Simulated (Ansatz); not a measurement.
Process, species as SMILES: C(F)F + 2 [H][H] (H2) → C (CH4) + 2 F (HF)
B3LYP-D3(BJ)/def2-TZVP geometries, fixed; electronic energies without zero-point terms.
Largest species:
```
C
F 1 1.3618
F 1 1.3618 2 108.56
H 1 1.0913 2 108.69 3 -118.06
H 1 1.0913 4 113.42 3 -121.01
```

Energies in hartree at MP2 with Ansatz (a program for electronic structure); the energy of full hydrogenation is their sum with the coefficients shown, times 627.509 kcal/mol a hartree. All functions are spherical. Cores are frozen. No added dispersion term, no relativity.

```
species      coefficient          part     cc-pVDZ     cc-pVTZ     cc-pVQZ
-----------  -----------  ------------  ----------  ----------  ----------
FCF                   -1  Hartree-Fock  -237.91087  -237.99426  -238.01390
FCF                   -1   correlation    -0.51130    -0.67358    -0.73261
[H][H] (H2)           -2  Hartree-Fock    -1.12874    -1.13293    -1.13342
[H][H] (H2)           -2   correlation    -0.02641    -0.03169    -0.03312
C (CH4)               +1  Hartree-Fock   -40.19870   -40.21333   -40.21615
C (CH4)               +1   correlation    -0.16119    -0.19830    -0.21010
F (HF)                +2  Hartree-Fock  -100.01907  -100.05760  -100.06726
F (HF)                +2   correlation    -0.20195    -0.27214    -0.29788
```

Question: Predict the energy of full hydrogenation in cc-pV5Z (X = 5): let each Hartree-Fock step shrink by the ratio of the last two, and fit each correlation energy at X = 3 and 4 to E + A/X^3. Compare with the run.

Answer: 
- FCF: steps -0.08339 and -0.01964, ratio 0.236, so Hartree-Fock -238.01854 (run: -238.01926); A = (-0.67358 - (-0.73261))/(1/27 - 1/64) = 2.7569, correlation -0.73261 - A/64 + A/125 = -0.75363 (run: -0.75707).
- [H][H] (H2): steps -0.00419 and -0.00049, ratio 0.117, so Hartree-Fock -1.13348 (run: -1.13357); A = (-0.03169 - (-0.03312))/(1/27 - 1/64) = 0.0668, correlation -0.03312 - A/64 + A/125 = -0.03363 (run: -0.03367).
- C (CH4): steps -0.01463 and -0.00282, ratio 0.193, so Hartree-Fock -40.21669 (run: -40.21689); A = (-0.19830 - (-0.21010))/(1/27 - 1/64) = 0.5511, correlation -0.21010 - A/64 + A/125 = -0.21430 (run: -0.21437).
- F (HF): steps -0.03853 and -0.00966, ratio 0.251, so Hartree-Fock -100.06968 (run: -100.07000); A = (-0.27214 - (-0.29788))/(1/27 - 1/64) = 1.2021, correlation -0.29788 - A/64 + A/125 = -0.30705 (run: -0.30868).
Predicted -48.98 kcal/mol; the run in cc-pV5Z gives -48.83, a miss of -0.16. Keeping the value in cc-pVQZ, -48.28, would miss by 0.55. All sums are of the energies as printed.
